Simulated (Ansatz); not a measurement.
# C₂H₂FN: one species, many methods

How much do the methods differ for C₂H₂FN? The plan is to run it at one geometry with functionals of several rungs and with coupled cluster. The yardstick is the atomisation energy at the CCSD(T) limit.

Program: Ansatz 0.2.0, Gaussian basis. Level of theory: functionals in def2-TZVPP, the program's frozen cores in correlated methods. These are calculated values, not measurements.

The runs, in order: LDA (SPW92), PBE-D4, revPBE-D4, BLYP-D4, r2SCAN-D4, B97M-V, PBE0-D4, B3LYP-D4, r2SCANh-D4, r2SCAN0-D4, HSE06-D4, BHLYP-D4, CAM-B3LYP-D4, LC-ωPBE, ωB97X-V, ωB97M-V, B2PLYP, PBE-QIDH; CCSD(T)/def2-SVP; CCSD(T)/def2-TZVPP; MP2/def2-QZVPP; extrapolation to the limit; RPA on PBE.

### Step 1. Structure used throughout

All runs share one geometry, relaxed beforehand with PBE0-D4 in a triple-zeta def2 set.

6 atoms, charge 0, spin multiplicity 1.

Atoms are counted from 1 here; the program's logs count them from 0.

Bond lengths: F1–C2 1.294 Å, C2–C3 1.267 Å, C2–N4 1.409 Å, C3–N4 1.614 Å, C3–H5 1.070 Å, N4–H6 1.024 Å. Angles: F1–C2–C3 151.2°, F1–C2–N4 134.6°, C3–C2–N4 74.0°, C2–C3–N4 57.0°, C2–C3–H5 161.6°, N4–C3–H5 135.8°, C2–N4–C3 49.0°, C2–N4–H6 109.2°, C3–N4–H6 107.7°.

### Step 2. LDA

This LDA is Slater exchange with PW92 correlation.

The input, in.yaml:

```yaml
crystal:
  periodic: [false, false, false]
  atoms:
    - {symbol: F, position_ang: [-0.199784, -1.641975, 1.023209]}
    - {symbol: C, position_ang: [-0.052386, -0.592945, 0.279412]}
    - {symbol: C, position_ang: [0.550082, 0.044624, -0.635081]}
    - {symbol: N, position_ang: [-0.804661, 0.577914, 0.061877]}
    - {symbol: H, position_ang: [1.089289, 0.266007, -1.532175]}
    - {symbol: H, position_ang: [-0.540539, 1.282273, 0.756658]}
basis:
  gaussian: {orbitals: def2-TZVPP}
hamiltonian: {xc: lda}
output: {orbitals: {seedname: orbitals}}
```

Launch:

```
> ansatz run in.yaml --threads 2 --pin off --events-out ev --progress --plain --max-ram 4352MiB
```

After this run come: PBE-D4 (GGA); revPBE-D4 (GGA); BLYP-D4 (GGA); r2SCAN-D4 (meta-GGA); B97M-V (meta-GGA); PBE0-D4 (hybrid); B3LYP-D4 (hybrid); r2SCANh-D4 (hybrid); r2SCAN0-D4 (hybrid); HSE06-D4 (hybrid); BHLYP-D4 (hybrid); CAM-B3LYP-D4 (range-separated); LC-ωPBE (range-separated); ωB97X-V (range-separated); ωB97M-V (range-separated); B2PLYP (double hybrid); PBE-QIDH (double hybrid); CCSD(T) in def2-SVP; CCSD(T) in def2-TZVPP; MP2 in def2-QZVPP; RPA on PBE orbitals.

**Question.** What will the summary of the whole plan be? Wanted: atomisation energy, CCSD(T)/CBS; farthest beyond LDA; mean size of error, GGA; mean size of error, meta-GGA; mean size of error, hybrid; mean size of error, range-separated; mean size of error, double hybrid; gap, smallest and largest; T1 diagnostic.

As calculated:

```
                               quantity                                      value
        atomisation energy, CCSD(T)/CBS                              2248.1 kJ/mol
 functionals within 11.2 kJ/mol (0.5 %)                           B2PLYP, PBE-QIDH
                    farthest beyond LDA                     PBE-D4 (+160.7 kJ/mol)
                mean size of error, GGA                                96.8 kJ/mol
           mean size of error, meta-GGA                                17.7 kJ/mol
             mean size of error, hybrid                                54.5 kJ/mol
    mean size of error, range-separated                                24.0 kJ/mol
      mean size of error, double hybrid                                10.2 kJ/mol
              gap, smallest and largest  4.09 eV (LDA (SPW92)), 11.76 eV (LC-ωPBE)
                          T1 diagnostic                                     0.0132
triples share of the correlation energy                                      4.3 %
```

In words: LDA overbinds by 518.2 kJ/mol (23 %). PBE-D4 misses by +160.7 kJ/mol. Double hybrids carry the basis error of their MP2 part in triple zeta, and no dispersion term here, so their miss is partly the set-up's. By mean error the best rung here is double hybrid (10.2 kJ/mol) and the worst beyond LDA is GGA (96.8 kJ/mol). Misses under about 11.2 kJ/mol are within the doubt on the reference itself, which lacks core-valence correlation, relativity and higher excitations. Hartree-Fock recovers 61 % of the binding; the rest is correlation. CCSD(T) in def2-SVP is off by -143.1 kJ/mol, which most functionals beat. The gap grows from 4.1 to 11.8 eV across the functionals, mostly with the share of exact exchange.
